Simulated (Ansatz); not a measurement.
**CHFO (SMILES O=CF) at revPBE/STO-3G**

Aim: the vertical ionisation energy of CHFO at revPBE/STO-3G, from 2 runs. 

The results are computed with Ansatz 0.2.0.

73 further runs of the same task are left out: 73 set aside as unsound or not needed.

## (1) The structure to begin with

CHFO has 4 atoms, charge 0, and is taken as a singlet. SMILES: `O=CF`. The shape is that of a GFN2-xTB optimisation.

Bond lengths: O1–C2 1.171 Å, C2–F3 1.341 Å, C2–H4 1.098 Å. Angles: O1–C2–F3 122.3°, O1–C2–H4 129.0°, F3–C2–H4 108.7°.

## (2) The energy at revPBE/STO-3G

run.yaml

```yaml
basis:
  gaussian: {orbitals: STO-3G}
crystal:
  periodic: [false, false, false]
  atoms:
    - symbol: O
      position_ang: [-0.889680, 0.196020, 0.829980]
    - symbol: C
      position_ang: [-0.049740, 0.073340, 0.022930]
    - symbol: F
      position_ang: [0.584370, -1.090860, -0.181350]
    - symbol: H
      position_ang: [0.355050, 0.821510, -0.671560]
accuracy: high
hamiltonian: {xc: {name: revPBE}}
```

Launch:

```sh
$ ansatz run run.yaml --threads 1 --pin off --max-ram 2610MiB --events-out events.jsonl --progress --plain --runs-dir runs
```

Log:

```text
Warning: RAYON_NUM_THREADS=1 ignored (pool sized by the plan → 1); use --threads N
Functional definition: revPBE
  name "revPBE"
  parameter kappa = 1.245
  parameter beta = 0.06672455060314922
  exchange = pbe_x(kappa = kappa, mu = beta*pi^2/3)
  correlation = pbe_c(beta = beta)
273 factors; integrals over basis functions are off by at most 3.4e-8 eV
mean field evaluation 1: about -5732.2166 eV, gradient 2.7e1 eV
mean field evaluation 2: about -5716.7259 eV, gradient 8.6e1 eV
mean field evaluation 4: about -5734.1948 eV, gradient 3.7e0 eV
mean field evaluation 8: about -5734.1833 eV, gradient 3.6e-2 eV
mean field evaluation 16: about -5734.1834 eV, gradient 1.1e-6 eV
mean field -5734.18335432 eV, -210.7273515023 hartree, gradient 4.2e-8 eV, S^2 0.000000; 0 other end points of the search recorded, 0 dependent functions left out
reference -5734.18335566 eV, -210.7273515514 hartree; 12, 12 occupied and 4, 4 virtual orbitals, 273 factors
Total energy: -5734.18335566 eV, -210.7273515514 hartree
```

Run time: 0.77 s. Hardware: 1 thread of Arm Neoverse V1, shared host.

## (3) The doublet cation at the same level

molecule.yaml

```yaml
crystal:
  periodic: [false, false, false]
  atoms:
    - {symbol: O, position_ang: [-0.889680, 0.196020, 0.829980]}
    - {symbol: C, position_ang: [-0.049740, 0.073340, 0.022930]}
    - {symbol: F, position_ang: [0.584370, -1.090860, -0.181350]}
    - {symbol: H, position_ang: [0.355050, 0.821510, -0.671560]}
basis:
  gaussian: {orbitals: STO-3G}
total_charge: 1
magnetization: {spin_polarized: true, initial_magnetization: 1}
hamiltonian: {xc: {name: revPBE}}
accuracy: high
```

Launch:

```sh
$ ansatz run molecule.yaml --threads 1 --pin off --max-ram 2610MiB --events-out events.jsonl --progress --plain --runs-dir runs
```

Log, cut to the lines that bear on the results:

```text
Warning: RAYON_NUM_THREADS=1 ignored (pool sized by the plan → 1); use --threads N
[... 6 set-up lines as earlier in the session ...]
273 factors; integrals over basis functions are off by at most 3.4e-8 eV
mean field evaluation 1: about -5722.5849 eV, gradient 1.8e1 eV
mean field evaluation 2: about -5703.3908 eV, gradient 6.3e1 eV
mean field evaluation 4: about -5724.0473 eV, gradient 9.5e0 eV
mean field evaluation 8: about -5724.6321 eV, gradient 2.0e-2 eV
mean field evaluation 16: about -5724.5766 eV, gradient 1.4e-5 eV
mean field evaluation 32: about -5724.3523 eV, gradient 3.1e0 eV
mean field -5724.57655038 eV, -210.3743079693 hartree, gradient 3.1e-8 eV, S^2 0.754608; 6 other end points of the search recorded, 0 dependent functions left out
reference -5724.57655177 eV, -210.3743080202 hartree; 12, 11 occupied and 4, 5 virtual orbitals, 273 factors
Total energy: -5724.57655177 eV, -210.3743080202 hartree
```

Run time: 1.8 s. Hardware: 1 thread of Arm Neoverse V1, shared host; peak memory 0.11 GiB.

## (4) Results

Level: revPBE/STO-3G.

```
                                          quantity          value
                        singlet CHFO: total energy  -210.72735 Eh
                      doublet cation: total energy  -210.37431 Eh
                              doublet cation: ⟨S²⟩          0.755
vertical ionisation energy (to the doublet cation)       9.607 eV
```

Removing an electron at fixed nuclei costs 9.61 eV (222 kcal/mol). In a minimal basis such a difference can be off by several eV, whatever the method.
